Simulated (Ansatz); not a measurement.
**Gallium, alpha-Ga (Cmce): convergence with the plane-wave cutoff**

Computed with Ansatz, r²SCAN, scalar-relativistic PAW, on the relaxed cell (a = 4.464 Å, b = 7.586 Å, c = 4.535 Å; spin not included). Errors count from a run at 500 eV on a Γ-centred 11×11×9 mesh with Fermi-Dirac smearing of 0.1 eV, extrapolated to zero width. Fixed here: mesh 8×8×7, Fermi-Dirac width 0.1 eV. The pressure holds a Pulay correction and is unreliable far below the recommended cutoff. The SCF starts from atomic densities corrected by a trained network.

```csv
cutoff (eV),E(σ→0) error (meV/atom),P (GPa),SCF iterations
150,38337.5,-3.89,8
200,8524.2,2.98,7
250,1306.2,1.10,6
300,113.5,0.33,8
350,9.2,0.04,7
420,4.8,0.01,7
500,1.5,0.00,7
600,0.6,0.00,7
800,0.3,-0.01,8
```

Within 5 meV/atom of the last row: from 420 eV on.
